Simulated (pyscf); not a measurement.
**Insertion: B–Cl [singlet] + NH₃ → H₂N–BH–Cl**

Gas phase, singlet surface, charge 0. Bonds broken: N3–H4. Bonds formed: B1–N3, B1–H4. Single points on ωB97X-D3(BJ)/def2-SVP structures (PySCF, gas phase). Correlated levels are frozen-core, on RHF or UHF. ΔMP2 is the change of the MP2 total energy from the triple- to the quadruple-zeta basis.

Transition state (Å):

```xyz
6

B      0.0714     0.7140    -0.8182
Cl     1.6916     1.0985    -1.4423
N      0.2258    -0.2244     0.3668
H     -0.3583     0.8171     0.5946
H      1.1288    -0.5729     0.7363
H     -0.5647    -0.8412     0.5507
```

One imaginary mode, 1585i cm⁻¹; descent along it reached the two sides named, in the forms told below.

```json
[
 {"bond": "N3–H4", "change": "breaks", "reactant side (Å)": "1.024", "saddle": "1.216", "product side": "2.265"},
 {"bond": "B1–N3", "change": "forms", "reactant side (Å)": "1.704", "saddle": "1.519", "product side": "1.390"},
 {"bond": "B1–H4", "change": "forms", "reactant side (Å)": "2.219", "saddle": "1.480", "product side": "1.204"}
]
```

Electronic energies relative to the separated reactants (kJ/mol):

```json
[
 {"level": "ωB97X-D3(BJ)/def2-TZVP", "barrier": "36.7", "reaction energy": "-417.2", "reverse barrier": "453.9"},
 {"level": "PBE/def2-TZVP", "barrier": "1.2", "reaction energy": "-415.3", "reverse barrier": "416.5"},
 {"level": "r²SCAN/def2-TZVP", "barrier": "9.8", "reaction energy": "-427.4", "reverse barrier": "437.3"},
 {"level": "B3LYP-D3(BJ)/def2-TZVP", "barrier": "28.6", "reaction energy": "-416.3", "reverse barrier": "444.9"},
 {"level": "PBE0-D3(BJ)/def2-TZVP", "barrier": "10.8", "reaction energy": "-428.2", "reverse barrier": "439.0"},
 {"level": "M06-2X/def2-TZVP", "barrier": "27.8", "reaction energy": "-419.1", "reverse barrier": "446.9"},
 {"level": "ωB97M-D3(BJ)/def2-TZVP", "barrier": "37.6", "reaction energy": "-404.8", "reverse barrier": "442.5"},
 {"level": "HF/def2-TZVP", "barrier": "114.5", "reaction energy": "-390.5", "reverse barrier": "505.1"},
 {"level": "MP2/def2-QZVPP", "barrier": "34.1", "reaction energy": "-418.3", "reverse barrier": "452.5"},
 {"level": "CCSD/def2-TZVPP", "barrier": "67.0", "reaction energy": "-387.3", "reverse barrier": "454.3"},
 {"level": "CCSD(T)/def2-TZVPP", "barrier": "55.4", "reaction energy": "-387.5", "reverse barrier": "442.9"},
 {"level": "CCSD(T)/def2-TZVPP + ΔMP2(QZVPP)", "barrier": "52.7", "reaction energy": "-389.6", "reverse barrier": "442.2"}
]
```

With CCSD(T)/def2-TZVPP + ΔMP2(QZVPP) energies and thermal terms (ideal gas, 1 atm, RRHO with modes under 100 cm⁻¹ raised to 100, one conformer, R ln 2 for chiral ones without a mode under 150 cm⁻¹), in kJ/mol:

| T (K) | ΔH‡ | ΔG‡ | ΔH | ΔG |
|---|---|---|---|---|
| 298 | 47.6 | 86.7 | -382.9 | -341.9 |
| 600 | 46.6 | 126.9 | -382.7 | -300.2 |
| 900 | 47.8 | 166.9 | -380.1 | -259.5 |
| 1200 | 49.7 | 206.3 | -376.5 | -219.8 |

On the reactant side the descent ends in an adduct with a B–N contact, 38.8 kJ/mol under the separated species and 75.5 kJ/mol under the saddle at ωB97X-D3(BJ)/def2-TZVP. What is counted as formed (B–N) is already present as a longer contact in the reactant adduct; forming that adduct is a step of its own. This is the saddle that the search found; another between the same sides may lie lower. The CCSD(T) − MP2 part came from Ansatz, without density fitting, on the same reference.
